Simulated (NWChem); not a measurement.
Everything below was run with NWChem. System: methyl formate (C$_{2}$H$_{4}$O$_{2}$), charge 0, spin multiplicity 1, at a geometry optimised with PBE/def2-SVP. Level: CCSD(T)/def2-SVP, 4 core orbitals frozen.

Input file:

```
start mol
memory heap 100 mb stack 700 mb global 1900 mb
geometry units angstroms nocenter noautoz noautosym
  C     -1.388106    -0.306595     0.104149
  O     -0.061175    -0.835127     0.259325
  C      0.939461     0.026486    -0.014266
  O      0.806730     1.175586    -0.369813
  H     -1.566455     0.010129    -0.943367
  H     -2.077998    -1.123053     0.381252
  H     -1.543123     0.571321     0.763218
  H      1.915005    -0.501415     0.143501
end
basis spherical
  * library def2-svp
end
scf
  rhf
  nopen 0
  maxiter 100
  thresh 1e-7
  semidirect memsize 60000000 filesize 0
end
tce
  freeze core 4
  ccsd(t)
  2eorb
  2emet 13
  thresh 1e-6
  maxiter 100
  tilesize 24
end
task tce energy
```

NWChem printed:

```
             Northwest Computational Chemistry Package (NWChem) 7.3.0
             --------------------------------------------------------

                                NWChem Input Module
                                -------------------

 Scaling coordinates for geometry "geometry" by  1.889725989
 (inverse scale =  0.529177249)

                             Geometry "geometry" -> ""
                             -------------------------

 Output coordinates in angstroms (scale by  1.889725989 to convert to a.u.)

  No.       Tag          Charge          X              Y              Z
 ---- ---------------- ---------- -------------- -------------- --------------
    1 C                    6.0000    -1.38810600    -0.30659500     0.10414900
    2 O                    8.0000    -0.06117500    -0.83512700     0.25932500
    3 C                    6.0000     0.93946100     0.02648600    -0.01426600
    4 O                    8.0000     0.80673000     1.17558600    -0.36981300
    5 H                    1.0000    -1.56645500     0.01012900    -0.94336700
    6 H                    1.0000    -2.07799800    -1.12305300     0.38125200
    7 H                    1.0000    -1.54312300     0.57132100     0.76321800
    8 H                    1.0000     1.91500500    -0.50141500     0.14350100

 Effective nuclear repulsion energy (a.u.)     121.4688015874

            Nuclear Dipole moment (a.u.)
            ----------------------------
        X                 Y               Z
 ---------------- ---------------- ----------------
    -0.0000018897     0.0000000000    -0.0000037795


 Summary of "ao basis" -> "" (spherical)
 ------------------------------------------------------------------------------
       Tag                 Description            Shells   Functions and Types
 ---------------- ------------------------------  ------  ---------------------
 *                          def2-svp                  on all atoms

 Summary of "ao basis" -> "ao basis" (spherical)
 ------------------------------------------------------------------------------
       Tag                 Description            Shells   Functions and Types
 ---------------- ------------------------------  ------  ---------------------
 C                          def2-svp                 6       14   3s2p1d
 O                          def2-svp                 6       14   3s2p1d
 H                          def2-svp                 3        5   2s1p

                                 NWChem SCF Module
                                 -----------------

  ao basis        = "ao basis"
  functions       =    76
  atoms           =     8
  closed shells   =    16
  open shells     =     0
  charge          =   0.00
  wavefunction    = RHF
  use symmetry    = F
  symmetry adapt  = F

 Summary of "ao basis" -> "ao basis" (spherical)
 ------------------------------------------------------------------------------
       Tag                 Description            Shells   Functions and Types
 ---------------- ------------------------------  ------  ---------------------
 C                          def2-svp                 6       14   3s2p1d
 O                          def2-svp                 6       14   3s2p1d
 H                          def2-svp                 3        5   2s1p

 Forming initial guess at       0.0s

      Superposition of Atomic Density Guess
      -------------------------------------

 Sum of atomic energies:        -226.62904483

      Non-variational initial energy
      ------------------------------

 Total energy =    -228.418070
 1-e energy   =    -549.708474
 2-e energy   =     199.821602
 HOMO         =      -0.392609
 LUMO         =       0.028965

 Starting SCF solution at       0.3s

 ----------------------------------------------
         Quadratically convergent ROHF

 Convergence threshold     :          1.000E-07
 Maximum no. of iterations :          100
 Final Fock-matrix accuracy:          1.000E-09
 ----------------------------------------------

              iter       energy          gnorm     gmax       time
             ----- ------------------- --------- --------- --------
                 1     -227.5069465497  1.33D+00  3.30D-01      0.3
                 2     -227.5989545570  3.65D-01  7.08D-02      0.4
                 3     -227.6104863144  3.51D-02  1.10D-02      0.5
                 4     -227.6107049521  9.40D-04  2.75D-04      0.6
                 5     -227.6107050334  4.73D-07  1.43D-07      0.9
                 6     -227.6107050334  3.23D-09  8.54D-10      1.0

       Final RHF  results
       ------------------

         Total SCF energy =   -227.610705033411
      One-electron energy =   -551.859531251315
      Two-electron energy =    202.780024630530
 Nuclear repulsion energy =    121.468801587374

        Time for solution =      0.7s

             Final eigenvalues
             -----------------

              1
    1  -20.6077
    2  -20.5553
    3  -11.3963
    4  -11.3055
    5   -1.4485
    6   -1.3508
    7   -0.9772
    8   -0.8071
    9   -0.7347
   10   -0.6784
   11   -0.6727
   12   -0.5956
   13   -0.5513
   14   -0.5351
   15   -0.4683
   16   -0.4651
   17    0.1685
   18    0.1898
   19    0.2112
   20    0.2486
   21    0.2650
   22    0.2933
   23    0.3887
   24    0.4487
   25    0.6137
   26    0.6220

                       ROHF Final Molecular Orbital Analysis
                       -------------------------------------

 Vector   14  Occ=2.000000D+00  E=-5.350840D-01
              MO Center= -7.3D-01, -4.5D-01,  1.5D-01, r^2= 2.3D+00
   Bfn.  Coefficient  Atom+Function         Bfn.  Coefficient  Atom+Function
  ----- ------------  ---------------      ----- ------------  ---------------
    19     -0.348066  2 O  py                 5      0.322076  1 C  py
    22     -0.266339  2 O  py                62     -0.254713  6 H  s
    67      0.179193  7 H  s                 57      0.165519  5 H  s
    33      0.157537  3 C  py                47     -0.153486  4 O  py

 Vector   15  Occ=2.000000D+00  E=-4.683301D-01
              MO Center=  4.7D-03,  7.7D-02, -2.7D-02, r^2= 2.3D+00
   Bfn.  Coefficient  Atom+Function         Bfn.  Coefficient  Atom+Function
  ----- ------------  ---------------      ----- ------------  ---------------
    20      0.420601  2 O  pz                23      0.358612  2 O  pz
    48     -0.345791  4 O  pz                51     -0.277179  4 O  pz
    57      0.169052  5 H  s                  6     -0.165872  1 C  pz
    67     -0.164590  7 H  s

 Vector   16  Occ=2.000000D+00  E=-4.651047D-01
              MO Center=  8.1D-01,  6.8D-01, -2.2D-01, r^2= 1.6D+00
   Bfn.  Coefficient  Atom+Function         Bfn.  Coefficient  Atom+Function
  ----- ------------  ---------------      ----- ------------  ---------------
    46      0.559589  4 O  px                49      0.425630  4 O  px
    72     -0.220129  8 H  s                 19      0.173151  2 O  py

 Vector   17  Occ=0.000000D+00  E= 1.685482D-01
              MO Center=  8.1D-01,  2.0D-01, -7.6D-02, r^2= 2.0D+00
   Bfn.  Coefficient  Atom+Function         Bfn.  Coefficient  Atom+Function
  ----- ------------  ---------------      ----- ------------  ---------------
    37      0.691448  3 C  pz                51     -0.470482  4 O  pz
    34      0.439309  3 C  pz                48     -0.331584  4 O  pz
    58     -0.282668  5 H  s                 23     -0.246395  2 O  pz
    68      0.243572  7 H  s                  9     -0.229382  1 C  pz
    36      0.213476  3 C  py                20     -0.195602  2 O  pz

 Vector   18  Occ=0.000000D+00  E= 1.897846D-01
              MO Center= -1.9D+00, -8.2D-02,  3.2D-02, r^2= 4.7D+00
   Bfn.  Coefficient  Atom+Function         Bfn.  Coefficient  Atom+Function
  ----- ------------  ---------------      ----- ------------  ---------------
     3      2.891614  1 C  s                 58     -1.339638  5 H  s
    68     -1.328421  7 H  s                 63     -1.272106  6 H  s
    31     -0.392324  3 C  s                  7     -0.358850  1 C  px
    45      0.225181  4 O  s                  8      0.215477  1 C  py

 Vector   19  Occ=0.000000D+00  E= 2.112498D-01
              MO Center=  2.2D+00, -7.5D-01,  2.2D-01, r^2= 3.0D+00
   Bfn.  Coefficient  Atom+Function         Bfn.  Coefficient  Atom+Function
  ----- ------------  ---------------      ----- ------------  ---------------
    73      2.336777  8 H  s                 31     -1.618790  3 C  s
    35     -0.863423  3 C  px                36      0.593791  3 C  py
    63      0.361349  6 H  s                  3     -0.329131  1 C  s
    17      0.330273  2 O  s                 32     -0.197753  3 C  px
    37     -0.178144  3 C  pz                30     -0.173878  3 C  s

 center of mass
 --------------
 x =   0.10210898 y =   0.03252722 z =  -0.01074715

 moments of inertia (a.u.)
 ------------------
         147.405214245178         -77.906180629190          25.433164332339
         -77.906180629190         221.309867692711          38.831009674386
          25.433164332339          38.831009674386         332.682946805562

  Mulliken analysis of the total density
  --------------------------------------

    Atom       Charge   Shell Charges
 -----------   ------   -------------------------------------------------------
    1 C    6     5.80   1.99  0.86  0.20  1.95  0.74  0.06
    2 O    8     8.53   1.99  1.06  0.73  2.85  1.87  0.02
    3 C    6     5.50   1.99  0.91  0.14  1.83  0.49  0.14
    4 O    8     8.41   1.99  1.08  0.73  2.80  1.79  0.02
    5 H    1     0.95   0.75  0.17  0.02
    6 H    1     0.94   0.76  0.16  0.02
    7 H    1     0.94   0.75  0.17  0.02
    8 H    1     0.94   0.75  0.16  0.02

       Multipole analysis of the density wrt the origin
       ------------------------------------------------

     L   x y z        total         open         nuclear
     -   - - -        -----         ----         -------
     0   0 0 0     -0.000000      0.000000     32.000000

     1   1 0 0     -0.361931      0.000000     -0.000002
     1   0 1 0     -0.635102      0.000000      0.000000
     1   0 0 1      0.200090      0.000000     -0.000004

     2   2 0 0    -14.046414      0.000000    124.677734
     2   1 1 0     -1.596323      0.000000     39.905119
     2   1 0 1      0.473246      0.000000    -13.137567
     2   0 2 0    -21.187390      0.000000     68.003434
     2   0 1 1      1.295697      0.000000    -19.562360
     2   0 0 2    -17.446294      0.000000     11.915859

                   NWChem Extensible Many-Electron Theory Module
                   ---------------------------------------------


            General Information
            -------------------
      Number of processors :     1
         Wavefunction type : Restricted Hartree-Fock
          No. of electrons :    32
           Alpha electrons :    16
            Beta electrons :    16
           No. of orbitals :   152
            Alpha orbitals :    76
             Beta orbitals :    76
        Alpha frozen cores :     4
         Beta frozen cores :     4
     Alpha frozen virtuals :     0
      Beta frozen virtuals :     0
         Spin multiplicity : singlet
    Number of AO functions :    76
       Number of AO shells :    36
        Use of symmetry is : off
      Symmetry adaption is : off
         Schwarz screening : 0.10D-09

          Correlation Information
          -----------------------
          Calculation type : Coupled-cluster singles & doubles w/ perturbation
   Perturbative correction : (T)
            Max iterations :      100
        Residual threshold : 0.10D-05
     T(0) DIIS level shift : 0.00D+00
     L(0) DIIS level shift : 0.00D+00
     T(1) DIIS level shift : 0.00D+00
     L(1) DIIS level shift : 0.00D+00
     T(R) DIIS level shift : 0.00D+00
     T(I) DIIS level shift : 0.00D+00
   CC-T/L Amplitude update :  5-th order DIIS
                I/O scheme : Global Array Library
        L-threshold :  0.10D-05
        EOM-threshold :  0.10D-05
 no EOMCCSD initial starts read in
 TCE RESTART OPTIONS
 SLICE:      F
 D4D5:       F
 quantumc:   F
 qrotation:  F
 pwtce:      F
 qducc:      F
 nacto:                         0
 nrotv:                         0
 nrot:                          0

            Memory Information
            ------------------
          Available GA space size is     249031024 doubles
          Available MA space size is     104854644 doubles

 Maximum block size supplied by input
 Maximum block size        24 doubles

 tile_dim =     20

 -------------------------------------------------

 Global array virtual files algorithm will be used

 Parallel file system coherency ......... OK

 4-electron integrals stored in orbital form

 v2    file size   =          5903616
 4-index algorithm nr.  13 is used
 imaxsize =       30
 imaxsize ichop =        0


CCSD iterations
 ---------------------------------------------------------
 Iter          Residuum       Correlation     Cpu    Wall
 ---------------------------------------------------------
    1   0.2030499352250  -0.6379368636504     0.8     0.8
    2   0.0556429427586  -0.6488040334216     0.8     0.8
    3   0.0194457227948  -0.6619896528434     0.7     0.7
    4   0.0088307519458  -0.6634475795376     0.8     0.8
    5   0.0036851398601  -0.6648169710195     0.8     0.8
    6   0.0010966601964  -0.6652857305178     0.7     0.7
    7   0.0005539288453  -0.6653753304884     0.7     0.7
    8   0.0002475068278  -0.6653899761315     0.7     0.7
    9   0.0001547008378  -0.6653912206284     0.7     0.7
   10   0.0000784116801  -0.6653986063475     0.7     0.7
   11   0.0000146314242  -0.6654032422646     0.7     0.7
   12   0.0000065966462  -0.6654040119933     0.7     0.7
   13   0.0000034346385  -0.6654044624709     0.7     0.7
   14   0.0000020808437  -0.6654044545458     0.7     0.7
   15   0.0000011966124  -0.6654045003281     0.7     0.7
   16   0.0000003777658  -0.6654044735169     0.8     0.8
 -----------------------------------------------------------------
 Iterations converged
 CCSD correlation energy / hartree =        -0.665404473516919
 CCSD total energy / hartree       =      -228.276109506928009

 Singles contributions

 Doubles contributions
 CCSD(T)
 Using plain CCSD(T) code

 CCSD[T]  correction energy / hartree =        -0.022237885290718
 CCSD[T] correlation energy / hartree =        -0.687642358807637
 CCSD[T] total energy / hartree       =      -228.298347392218716
 CCSD(T)  correction energy / hartree =        -0.020312151760037
 CCSD(T) correlation energy / hartree =        -0.685716625276956
 CCSD(T) total energy / hartree       =      -228.296421658688047

 Task  times  cpu:       73.4s     wall:       73.4s

 Total times  cpu:       73.4s     wall:       73.4s
```
